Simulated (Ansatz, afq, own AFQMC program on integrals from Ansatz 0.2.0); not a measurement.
AFQMC on a folder of integrals that Ansatz 0.2.0 wrote.

```yaml
crystal:
  periodic: [false, false, false]
  atoms:
    - {symbol: Zr, position_ang: [0.000000, 0.000000, 0.000000]}
    - {symbol: S, position_ang: [0.000000, 0.000000, 2.182917]}
basis:
  gaussian: {orbitals: def2-SVP}
total_charge: 1
magnetization: {spin_polarized: false, initial_magnetization: 1}
correlation: {method: ccsd_t, electrons: outside_noble_gas, hamiltonian_folder: ham}
```

```sh
$ ansatz run in.yaml --threads 1 --pin off --events-out ev --progress --plain --max-ram 16896MiB --backend cuda --devices 0, --max-vram 18GiB
```

Options of the walk:

```
--method phaseless --trial cisd --walkers 4000 --populations 20 --least-time 60 --time-step 0.005 --steps-per-block 50 --equilibration-blocks 40 --max-blocks 4000 --target-error 0.00018 --factor-cut 1e-05 --start spin_pure --seed 2311 --release-times 0.24,0.6,1.2,2,3,4.2 --release-step 0.04 --release-every 3 --taylor-order 6
```

Times are imaginary, in 1/Eh. The walk had a cap of 175 s. With eight or more populations the least sampling time is a fifth of least-time, and the error comes from their spread. Core potentials past Kr, no spin–orbit coupling.

Log:

```
orbitals 40  electrons 5 4  factors 327 of 488
reference energy -443.67503414 Eh
CCSD correlation -0.20165491 Eh in 15 cycles, weight of the determinant in the CISD state 0.8571
energy of the start -443.876687 Eh
 block  time / (1/Eh)  mean weight  energy / Eh
     1     0.250  1.0000  -443.875358
     2     0.500  1.0001  -443.877940
     3     0.750  0.9999  -443.881131
     4     1.000  0.9998  -443.883860
     5     1.250  0.9998  -443.885826
     9     2.250  1.0000  -443.890014
    29     7.250  0.9999  -443.895486
    57    14.250  1.0001  -443.892748
    64    16.000  0.9999  -443.895863
    85    21.250  1.0001  -443.892080
   113    28.250  0.9999  -443.892490
   141    35.250  1.0001  -443.892797
   169    42.250  1.0001  -443.892839
   176    44.000  1.0003  -443.890495
   197    49.250  0.9997  -443.892469
   225    56.250  1.0001  -443.892333
   253    63.250  0.9998  -443.893496
   274    68.500  0.9997  -443.891911
error from the spread of 20 populations
released: time / (1/Eh)  energy / Eh  error  mean overlap
  0.24  -443.893007  0.000154  0.9995
  0.60  -443.892685  0.000595  0.9996
  1.20  -443.896121  0.002362  0.9985
  2.00  -443.894210  0.000166  0.9984
  3.00  -443.894000  0.000253  0.9983
  4.20  -443.894529  0.000336  0.9928
energy -443.892546 +/- 0.000144 Eh
(rows thinned)
```

The run passed its tests (sampling time, drift between the halves within three errors, error under three times the target), which doesn't prove that it has relaxed. The second half of the sampling lies above the first by 2.2 errors of their difference, so the energy may still be moving and its error bar be too small.

Against this walk (error 3.9 meV) on the same determinant: CCSD(T) 23.2 meV lower, CCSDT(Q) 21.8 meV lower. The error is statistical and leaves out the bias of the constraint. The released energies have errors that jump between times, so the bars are unsure (meV from the phaseless value at times in 1/Eh: -4 ± 16 at 0.60, -97 ± 64 at 1.20, -45 ± 5 at 2.00, -40 ± 7 at 3.00, -54 ± 9 at 4.20), so they give no level; they do show a bias of the constraint, and the last of them that isn't too noisy lies 18 meV below CCSDT(Q). CCSDT(Q) is the surest value here, so the walk's 22 meV above it is most likely the bias of the constraint with this trial, which can have either sign.

Cautions: constraint bias not in the error; no spin-orbit coupling; outer-core shells of the metal frozen; a spin-contaminated unrestricted determinant lies lower (UHF 121 meV lower, ⟨S²⟩ 0.92); raised T1 diagnostic (T1 0.045, weight of the determinant 0.86, largest double 0.06); (T) is large, 8 % of the CCSD correlation; CCSDT(Q) on the UHF determinant differs (95 meV lower), by its state or its frozen core.

The walk took 2.6 min on 1 × NVIDIA H100 80GB HBM3 with 2 threads of AMD EPYC 7R13 Processor (Zen 3) (shared host) (the card was shared). The log's last line is the phaseless energy.

CCSDT and higher add their correlation energy to the determinant of the CCSD(T) run, since their own runs factorise the integrals more tightly (a shift of under 2 meV). A walk keeps the symmetry of its determinant, which the program's search chose and which needn't be the lowest solution, so a lower state of the same spin and another symmetry isn't excluded.
